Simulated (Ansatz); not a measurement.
`C=C(S)CF` + HCl → `C=C(S)Cl` + fluoromethane  (substitution at a C–C bond)

Program: Ansatz. Geometries: PBE0-D4/def2-TZVP. ΔE: electronic, gas phase. CCSD(T)/CBS adds triple-zeta CCSD(T) − MP2 to the extrapolated MP2 energy (def2 sets, frozen cores). This one scheme is used for every species. Functionals use def2-TZVPP. Each species was taken in one conformer, which may not be the lowest.

`C=C(S)CF`:

Cartesian coordinates in Å:
```
C -0.271 0.051 -1.502
C 0.257 -0.051 -0.290
S 1.953 -0.464 -0.064
C -0.481 0.283 0.967
F -1.797 0.591 0.719
H 0.296 -0.206 -2.388
H -1.286 0.407 -1.624
H 1.798 -1.182 1.062
H -0.012 1.139 1.462
H -0.458 -0.570 1.657
```

HCl:

```xyz
2

Cl    0.244    0.102   -0.582
H    -0.244   -0.102    0.582
```

`C=C(S)Cl`:

Z-matrix (Å, degrees):
```
C
C 1 1.326
H 1 1.082 2 120.0
H 1 1.082 2 121.1 3 -179.5
S 2 1.752 1 122.4 3 7.3
Cl 2 1.730 1 121.0 3 -177.2
H 5 1.343 2 96.4 1 -144.9
```

`CF`:

Cartesian coordinates in Å:
```
C 0.028 0.040 -0.036
F -0.605 -0.866 0.784
H -0.714 0.519 -0.679
H 0.765 -0.485 -0.648
H 0.526 0.792 0.580
```

(1) Is it downhill or uphill in electronic energy at CCSD(T)/CBS, and by how much? (Estimate.)

(2) What do these levels give: PBE0-D4, ωB97X-V, r2SCAN, SCS-MP2/def2-TZVPP, SCS-MP2/def2-QZVPP, HF/CBS(def2)? (Estimate.)

Largest T1 diagnostic among the species: 0.011.

Answers

(1) Computed: Uphill: ΔE = +41.9 kJ/mol.

(2) Ansatz gave: PBE0-D4 40.0, ωB97X-V 41.7, r2SCAN 38.9, SCS-MP2/def2-TZVPP 39.6, SCS-MP2/def2-QZVPP 38.1, HF/CBS(def2) 44.1 kJ/mol.

From PBE to PBE0 (25 % exact exchange), in def2-TZVPP and without D4, ΔE moves by +5.3 kJ/mol.
